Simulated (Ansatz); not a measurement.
# NH2O+ (triplet): the correlation ladder, cc-pVTZ

How much of the correlation energy of NH2O+ (triplet) does each wave-function method recover here?

Method: cc-pVTZ, core rule «outside noble gas», up to 2 orbitals frozen; program: Ansatz 0.2.0, Gaussian basis.

The runs, in order: UHF; CCSD(T) on ROHF; CCSD(T) on UHF; BCCD(T) on ROHF; CCSDT(Q) on ROHF; CCSDT(Q) on UHF; CASSCF and MRCISD+Q, 12 electrons in 10 orbitals; CASSCF and NEVPT2, 12 electrons in 10 orbitals.

6 further runs of the same task are left out: 1 for a known fault of the program, 5 set aside as unsound or not needed.

### Step 1. The system

The geometry is a PBE0/def2-TZVP stationary point (not a proven minimum) of the parent state, kept for this charge and spin.

4 atoms, charge 1, spin multiplicity 3.

Atoms are counted from 1 here; the program's logs count them from 0.

Bond lengths: N1–O2 1.354 Å, N1–H3 1.026 Å, O2–H4 0.964 Å. Angles: O2–N1–H3 101.2°, N1–O2–H4 104.4°.

### Step 2. UHF

File in.yaml:

```yaml
crystal:
  periodic: [false, false, false]
  atoms:
    - {symbol: N, position_ang: [0.000000, -0.176115, 0.698274]}
    - {symbol: O, position_ang: [0.000000, 0.150778, -0.615224]}
    - {symbol: H, position_ang: [0.000000, 0.752120, 1.135262]}
    - {symbol: H, position_ang: [0.000000, -0.698120, -1.073059]}
basis:
  gaussian: {orbitals: cc-pVTZ}
total_charge: 1
magnetization: {spin_polarized: true, initial_magnetization: 2}
hamiltonian: {xc: hf}
output: {orbitals: {seedname: orbitals}}
```

Command:

```
$ ansatz run in.yaml --threads 1 --pin off --events-out ev --progress --plain --max-ram 2816MiB --backend cpu
```

Further steps of the session: CCSD(T) on ROHF; CCSD(T) on UHF; BCCD(T) on ROHF; CCSDT(Q) on ROHF; CCSDT(Q) on UHF; CASSCF and MRCISD+Q, 12 electrons in 10 orbitals; CASSCF and NEVPT2, 12 electrons in 10 orbitals.

Q: Predict the results of all the runs planned. Wanted: UCCSDT(Q) below the RHF energy; RMP2 from UCCSDT(Q); UMP2 from UCCSDT(Q); RCCSD from UCCSDT(Q); RCCSD(T) from UCCSDT(Q); UCCSD(T) from UCCSDT(Q); RCCSDT(Q) from UCCSDT(Q); NEVPT2 valence from UCCSDT(Q); MRCISD+Q valence from UCCSDT(Q).

As calculated:

```
                         quantity                      value
   UCCSDT(Q) below the RHF energy                -11.7635 eV
              RMP2 from UCCSDT(Q)            +24.42 kcal/mol
              UMP2 from UCCSDT(Q)            +24.04 kcal/mol
             RCCSD from UCCSDT(Q)            +11.89 kcal/mol
          RCCSD(T) from UCCSDT(Q)             +1.28 kcal/mol
          UCCSD(T) from UCCSDT(Q)             +1.29 kcal/mol
         RCCSDT(Q) from UCCSDT(Q)             +0.26 kcal/mol
    NEVPT2 valence from UCCSDT(Q)            +29.55 kcal/mol
  MRCISD+Q valence from UCCSDT(Q)             +3.14 kcal/mol
levels within 1 kcal/mol (43 meV)  RCCSDT, UCCSDT, RCCSDT(Q)
                    T1 diagnostic                      0.046
   effectively unpaired electrons                       2.03
```

RCCSD(T) lands +1.28 kcal/mol from the yardstick (0.5 % of the correlation energy). The occupations are near whole numbers, but T1 = 0.046 shows that the orbitals relax strongly. Of the multireference levels listed MRCISD+Q valence comes nearest in total energy (+3.14 kcal/mol), which doesn't show that its space is the better one. These misses are within one basis, not against nature; the frozen cores of restricted and unrestricted runs differ, which can shift their rows.
